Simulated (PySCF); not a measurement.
# Energy of S⁻ (sulfur, charge -1) between two integer charges

The 3p beta orbital of [Ne] 3s2 3p5 is emptied in steps (occupation f), with all orbitals relaxed, ending at [Ne] 3s2 3p4. All numbers are calculated (PySCF 2.14, the non-relativistic Hamiltonian (point nucleus), in aug-cc-pV(D+d)Z (5s4p3d, 32 functions)). The exact energy is a straight line in f; departures are measured from the line between the end points of the same method.

| f | LDA (eV) | PBE (eV) | PBE0 (eV) | r2SCAN (eV) | LC-wPBE (eV) | BHandHLYP (eV) | CAM-B3LYP (eV) | HSE06 (eV) |
| --- | --- | --- | --- | --- | --- | --- | --- | --- |
| 1 | 0.000 | 0.000 | 0.000 | 0.000 | 0.000 | 0.000 | 0.000 | 0.000 |
| 0.75 | -0.664 | -0.641 | -0.430 | -0.599 | 0.056 | -0.231 | -0.203 | -0.502 |
| 0.5 | -0.906 | -0.868 | -0.582 | -0.801 | 0.069 | -0.323 | -0.283 | -0.679 |
| 0.25 | -0.693 | -0.659 | -0.440 | -0.594 | 0.049 | -0.253 | -0.222 | -0.514 |
| 0 | 0.000 | 0.000 | 0.000 | 0.000 | 0.000 | 0.000 | 0.000 | 0.000 |

Q: For HSE06, how does the orbital energy at f = 1 compare with the removal energy?

A: −ε = -0.539 eV against a total-energy difference of 2.090 eV. By Janak's theorem ε = ∂E/∂f, so the gap between them reflects the curvature. Along the path −ε is 0.718 (f = 0.75), 2.058 (f = 0.5), 3.447 (f = 0.25) eV.

```json
{"method": "LDA", "E(f=0) − E(f=1) (eV)": "2.393", "−ε at f=1 (eV)": "-1.058", "−ε at f=0.5 (eV)": "2.315"}
{"method": "PBE", "E(f=0) − E(f=1) (eV)": "2.177", "−ε at f=1 (eV)": "-1.170", "−ε at f=0.5 (eV)": "2.128"}
{"method": "PBE0", "E(f=0) − E(f=1) (eV)": "2.087", "−ε at f=1 (eV)": "-0.156", "−ε at f=0.5 (eV)": "2.058"}
{"method": "r2SCAN", "E(f=0) − E(f=1) (eV)": "2.145", "−ε at f=1 (eV)": "-1.015", "−ε at f=0.5 (eV)": "2.156"}
{"method": "LC-wPBE", "E(f=0) − E(f=1) (eV)": "2.075", "−ε at f=1 (eV)": "2.414", "−ε at f=0.5 (eV)": "2.057"}
{"method": "BHandHLYP", "E(f=0) − E(f=1) (eV)": "1.964", "−ε at f=1 (eV)": "0.800", "−ε at f=0.5 (eV)": "1.908"}
{"method": "CAM-B3LYP", "E(f=0) − E(f=1) (eV)": "2.165", "−ε at f=1 (eV)": "1.144", "−ε at f=0.5 (eV)": "2.114"}
{"method": "HSE06", "E(f=0) − E(f=1) (eV)": "2.090", "−ε at f=1 (eV)": "-0.539", "−ε at f=0.5 (eV)": "2.058"}
```

At f = 1 the orbital energy is positive for LDA, PBE, PBE0, r2SCAN, HSE06: only the finite basis holds the electron.

Reference removal energy between the ground levels: 2.077 eV (measured; photodetachment measurements, as compiled on the Wikipedia data page of electron affinities). The calculation has no spin-orbit coupling.
